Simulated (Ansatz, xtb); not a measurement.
**C3H3FO: 10 structures ranked**

10 gas-phase structures of C3H3FO, from a drawn sample of its isomers (lower ones may exist). Each was relaxed with GFN2-xTB; where two conformers were screened, the lower at r2SCAN-D4/def2-SVP is listed:

A. `C=C1O[C@@H]1F`, a singlet
B. `FC1=COC1`, a singlet
C. `C=C(F)C=O`, a singlet
D. `C=CC(=O)F`, a singlet
E. `FC1=CCO1`, a singlet
F. `F/C=C1/CO1`, a singlet
G. `O=C/C=C/F`, a singlet
H. `F/C=C1\CO1`, a singlet
I. `F[C@@H]1C=CO1`, a singlet
J. `O=C=CCF`, a singlet

**Question.** Estimate their order in r2SCAN-D4/def2-SVP energy at these geometries, lowest first.

**Answer.** Calculated order at r2SCAN-D4/def2-SVP: D (0.0), G (78.1), J (83.2), C (83.9), E (173.6), I (183.0), A (187.2), B (221.2), H (236.7), F (237.3) kJ/mol. Less than 1 kcal/mol parts J and C; H and F, so the order within those pairs means little.

Energies above the lowest of each column, in kJ/mol; the last columns are at B3LYP/def2-SVP geometries and were run for some of them only (a dash: not run or not comparable):

```json
{"structure": "D", "GFN2-xTB": "0.0", "HF/STO-3G": "0.0", "r2SCAN-D4/def2-SVP": "0.0", "B3LYP/def2-SVP": "0.0", "CCSD(T)/def2-SVP + ΔMP2/def2-TZVPP": "0.0"}
{"structure": "G", "GFN2-xTB": "52.6", "HF/STO-3G": "39.8", "r2SCAN-D4/def2-SVP": "78.1", "B3LYP/def2-SVP": "73.7", "CCSD(T)/def2-SVP + ΔMP2/def2-TZVPP": "75.7"}
{"structure": "J", "GFN2-xTB": "17.3", "HF/STO-3G": "55.0", "r2SCAN-D4/def2-SVP": "83.2", "B3LYP/def2-SVP": "80.8", "CCSD(T)/def2-SVP + ΔMP2/def2-TZVPP": "80.5"}
{"structure": "C", "GFN2-xTB": "57.9", "HF/STO-3G": "42.7", "r2SCAN-D4/def2-SVP": "83.9", "B3LYP/def2-SVP": "–", "CCSD(T)/def2-SVP + ΔMP2/def2-TZVPP": "–"}
{"structure": "E", "GFN2-xTB": "67.8", "HF/STO-3G": "32.7", "r2SCAN-D4/def2-SVP": "173.6", "B3LYP/def2-SVP": "–", "CCSD(T)/def2-SVP + ΔMP2/def2-TZVPP": "–"}
{"structure": "I", "GFN2-xTB": "83.9", "HF/STO-3G": "56.0", "r2SCAN-D4/def2-SVP": "183.0", "B3LYP/def2-SVP": "–", "CCSD(T)/def2-SVP + ΔMP2/def2-TZVPP": "–"}
{"structure": "A", "GFN2-xTB": "79.6", "HF/STO-3G": "109.9", "r2SCAN-D4/def2-SVP": "187.2", "B3LYP/def2-SVP": "–", "CCSD(T)/def2-SVP + ΔMP2/def2-TZVPP": "–"}
{"structure": "B", "GFN2-xTB": "87.4", "HF/STO-3G": "56.3", "r2SCAN-D4/def2-SVP": "221.2", "B3LYP/def2-SVP": "–", "CCSD(T)/def2-SVP + ΔMP2/def2-TZVPP": "–"}
{"structure": "H", "GFN2-xTB": "90.7", "HF/STO-3G": "125.8", "r2SCAN-D4/def2-SVP": "236.7", "B3LYP/def2-SVP": "–", "CCSD(T)/def2-SVP + ΔMP2/def2-TZVPP": "–"}
{"structure": "F", "GFN2-xTB": "98.1", "HF/STO-3G": "126.1", "r2SCAN-D4/def2-SVP": "237.3", "B3LYP/def2-SVP": "–", "CCSD(T)/def2-SVP + ΔMP2/def2-TZVPP": "–"}
```

Every level run on D puts it lowest or level with the lowest. Flexible structures stand in one conformer each, not always the lowest. Frequencies (B3LYP/def2-SVP) were run for D, G, J alone. ΔMP2 is the change of the MP2 energy from the smaller to the larger basis.

Over these structures GFN2-xTB departs from r2SCAN-D4/def2-SVP by 44.4 kJ/mol on average once a common shift is removed. A GFN2-xTB relaxation took about 0.046 s and the r2SCAN-D4/def2-SVP energy about 0.74 s on a shared host (Ansatz 0.2.0, xtb 6.7.1).
